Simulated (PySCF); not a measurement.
## Computed NMR parameters against published values

Mapped SMILES: `[CH2:1]=[CH:2][CH:3]([CH3:4])[CH3:5]`. Each H is labelled by its parent atom. Ha(C1) is cis to C3; Hb(C1) is trans to C3.

Published estimates (parent shift plus substituent increments) and measurements: δ $^{13}$C C3 32.3; C4/C5 22.1 ppm (measured; solution, not stated per compound (mostly CDCl3 or CCl4); Pretsch, Buehlmann, Badertscher, Structure Determination of Organic Compounds, 4th ed. (2009)).
δ $^{13}$C C2 146.0; C1 111.3 ppm (estimated from measurements, as parent shift plus tabulated substituent increment; solution, not stated per compound (mostly CDCl3 or CCl4); Pretsch, Buehlmann, Badertscher, Structure Determination of Organic Compounds, 4th ed. (2009)).

Level of theory: geometry from GFN2-xTB, GIAO PBE0/pcSseg-1 shieldings, in PySCF 2.14.0 with density-fitted response routines (one conformer, gas phase, non-relativistic, equivalent nuclei averaged).

Problem. How close does the calculation come?

Solution. 
Reference values: measured (solution, not stated per compound (mostly CDCl3 or CCl4); Pretsch, Buehlmann, Badertscher, Structure Determination of Organic Compounds, 4th ed. (2009)).
```json
{"atoms": "C3", "quantity": "δ $^{13}$C", "reference": "32.3", "computed": "40.3", "computed, scaled": "37.1"}
{"atoms": "C4/C5", "quantity": "δ $^{13}$C", "reference": "22.1", "computed": "25.4", "computed, scaled": "22.6"}
```

Reference values: estimated from measurements, as parent shift plus tabulated substituent increment (solution, not stated per compound (mostly CDCl3 or CCl4); Pretsch, Buehlmann, Badertscher, Structure Determination of Organic Compounds, 4th ed. (2009)).
```
atoms    quantity  reference  computed  computed, scaled
   C2  δ $^{13}$C      146.0     155.8             149.6
   C1  δ $^{13}$C      111.3     118.4             113.2
```

Computed shifts are σ(ref) − σ with the named reference compound (TMS for H and C) calculated as an isolated molecule at the same level. The measured values may be among those fitted. Shieldings were converted by linear fits to measured shifts (mostly CDCl3, TMS scale, for H and C): $^{13}$C (scatter 2.1 ppm rms, 2.3 ppm with the 13 outliers that the fit left out). A few per cent of atoms miss by over 2 rms, more outside the fitted compound classes.

Problem. How far are the unscaled $^{13}$C shifts from the references?

Solution. Mean signed difference +7.05 ppm, mean absolute 7.05 ppm over 4 comparisons; the largest is +9.8 ppm at C2 (alkene CH).
